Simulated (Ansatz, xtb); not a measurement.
## Group exchange: C2H2 + CH7NSi → C2H4Si + CH5N

Species: C2H2 (acetylene) `C#C`, singlet; CH7NSi `CN[SiH3]`, singlet; C2H4Si (ethynylsilane) `C#C[SiH3]`, singlet; CH5N `CN`, singlet. The partners trade H for SiH3: C–H and N–SiH3 bonds give way to C–SiH3 and N–H.

Shapes, held fixed at every level: PBE0-D4/def2-TZVP. Programs: Ansatz 0.2.0, xtb 6.7.1. The zero-point and thermal change to 298 K, harmonic and unscaled (PBE0-D4/def2-TZVP), is +3.6 kJ/mol.

| level | kind | ΔH(298 K) (kJ/mol) | less CCSD(T)/CBS estimate |
| --- | --- | --- | --- |
| GFN2-xTB | semi-empirical | +73.9 | +62.3 |
| HF/def2-TZVPP | Hartree–Fock | +12.8 | +1.2 |
| PBE-D4/def2-TZVPP | GGA | +6.0 | -5.6 |
| wB97M-V/def2-TZVPP | range-separated hybrid | +13.6 | +2.0 |
| wB97X-V/def2-TZVPP | range-separated hybrid | +12.7 | +1.1 |
| CCSD/def2-SVP | coupled cluster or CI | +11.1 | -0.5 |
| CCSD/def2-TZVPP | coupled cluster or CI | +11.8 | +0.2 |
| CCSD(T)/CBS estimate | coupled cluster or CI | +11.6 | 0.0 |

The highest level, CCSD(T)/CBS estimate, gives ΔH(298 K) = +11.6 kJ/mol; the levels span +6.0 to +73.9. GFN2-xTB strays far from the other rows. The column of differences is taken from that level and isn't an error. No measured value is set beside it here. The CBS estimate extrapolates MP2 from def2-TZVPP and def2-QZVPP and adds CCSD(T) − MP2 in the triple-zeta set, cores frozen.
